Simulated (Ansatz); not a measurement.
Q: Name a neutral molecule of C, P and H with HOMO energy (PBE0/def2-TZVPP) between -6.60 and -6.30 eV and HOMO–LUMO gap (ωB97M-V/def2-TZVPP) between 11.05 and 11.35 eV (Ansatz, PBE0-D4/def2-TZVP geometry).

A: `CP(C)C` (-6.30 eV, 11.09 eV). Other molecules can fit too; these were computed, each in one conformer that needn't be the lowest.
